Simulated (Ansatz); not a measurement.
# Bulk modulus of some hcp solids

Method: r²SCAN-D4 (plane waves, PAW; Ansatz, a quantum-chemistry and plane-wave program). References are measured values corrected to a static lattice. The table is a random draw of 10 from 11 solids with such references.

Values in GPa.

| solid | reference | r²SCAN-D4 | error (%) |
|---|---|---|---|
| hcp Cd | 53.8§ (50.7–53.8) | 48.8 | -9.3 |
| hcp Ti | 108 | 118 | +9.3 |
| hcp Zn | 69.7 (64.7–69.7) | 80.9 | +16.1 |
| hcp Co | 193 | 228 | +18.1 |
| hcp Hf | 110 | 111 | +0.9 |
| hcp Y | 41.7 (37.3–41.7) | 41.0 | -1.7 |
| hcp Tl | 37.4¶ | 33.5 | -10.4 |
| hcp Tc | 303 | 325 | +7.3 |
| hcp Os | 425 | 434 | +2.1 |
| hcp Ru | 318 (318–336) | 343 | +7.9 |

Over these 10 solids the mean error is +4.0 %, the mean absolute error 8.3 % (median 8.6 %), and the worst case hcp Co at +18.1 %; the value is too high in 7 of 10 cases. Over all 11, from unrounded values, the mean error is +4.3 % and the mean absolute error 8.2 % (median 7.9 %).

All these references are brought to a static lattice.

Spin–orbit coupling is left out, also for the solids with elements from indium on (hcp Hf, hcp Tl, hcp Os); its size isn't shown.

§ marks references from which a value of another source on file, of any temperature and not printed here, differs by over 15 %.

¶ marks references of a special kind: hcp Tl, 37.4 GPa (measured, copied from a table, unchecked, extrapolated to 0 K and zero-point effects removed; as tabulated in Lejaeghere et al. (2013), arXiv:1204.2733).

In Ansatz's fits of the non-cubic solids, shape and atoms are relaxed at each volume.

Brackets give the range of the sources taken for a reference, where it is wide; it can hold other temperatures.

Differences are worked out from the printed values.

Each level is taken at its own relaxed cell. Ansatz's density-functional and Hartree–Fock values are scalar-relativistic unless marked +SOC, with PAW data made under PBE.

Ansatz's runs of these crystals have no spin polarisation, but for hcp Co. Meta-GGAs and exact exchange favour moments, which can bear on hcp Ti, hcp Co, hcp Y.

Density-functional runs with spin start from parallel moments for hcp Co.

Not in this set, of the hcp solids with a reference value in our tables and a result at some level: 3 for sources at odds; 1 for a reference at room or unstated temperature; 1 for no value at r²SCAN-D4 (not run, a failed fit, an unstable or unbound cell, or a value held back for tests). These can be a level's best or worst cases. Solids without a released value at any level aren't counted. Layered and molecular crystals are counted apart. The metals Ce to Yb are counted apart.

References as tabulated in doi:10.1021/acs.jctc.3c00612; Lejaeghere et al. (2013), arXiv:1204.2733.
